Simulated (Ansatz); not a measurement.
**AlBH2 (triplet): from Hartree-Fock to the top rungs, def2-TZVPP**

An exercise on one series of results from a longer session: the logs are not shown, and one member is left open.

The runs use Ansatz 0.2.0, Gaussian basis; def2-TZVPP, core rule «outside noble gas», up to 6 orbitals frozen.

The runs, in order: UHF; ROHF; CCSD(T) on UHF.

2 further runs of the same task are left out: 2 set aside as unsound or not needed.

## The system

The geometry is a PBE0/def2-TZVP stationary point (not a proven minimum) of the parent state, kept for this charge and spin.

4 atoms, charge 0, spin multiplicity 3.

Atoms are counted from 1 here; the program's logs count them from 0.

Bond lengths: B1–Al2 2.240 Å, B1–H3 1.206 Å, B1–H4 1.206 Å. Angles: Al2–B1–H3 123.6°, Al2–B1–H4 123.6°, H3–B1–H4 112.9°.

As a file:

```
atom   x (Å)    y (Å)    z (Å)
  B1  0.0000   0.0000   1.4848
 Al2  0.0000   0.0000  -0.7557
  H3  0.0000   1.0050   2.1514
  H4  0.0000  -1.0050   2.1514
```

Set-up of the first run:

in.yaml reads:

```yaml
crystal:
  periodic: [false, false, false]
  atoms:
    - {symbol: B, position_ang: [0.000000, 0.000000, 1.484785]}
    - {symbol: Al, position_ang: [0.000000, 0.000000, -0.755666]}
    - {symbol: H, position_ang: [0.000000, 1.004980, 2.151421]}
    - {symbol: H, position_ang: [0.000000, -1.004980, 2.151421]}
basis:
  gaussian: {orbitals: def2-TZVPP}
magnetization: {spin_polarized: true, initial_magnetization: 2}
hamiltonian: {xc: hf}
output: {orbitals: {seedname: orbitals}}
```

Started as:

```sh
> ansatz run in.yaml --threads 1 --pin off --events-out ev --progress --plain --max-ram 4096MiB --backend cpu
```

Steps of the session up to this table: UHF; ROHF; CCSD(T) on UHF.

One of the session's tables, all rows but one given; the rest of the session is left out.

| method | from UCCSD(T) (meV) |
| --- | --- |
| ROHF | ? |
| UHF | +4992.8 |
| UMP2 | +1012.4 |
| UCCSD | +211.5 |
| UCCSD(T) | 0 |

Estimate the missing values for ROHF.

As computed: from UCCSD(T) (meV): +5130.4. In the column «from UCCSD(T) (meV)» it is the highest.
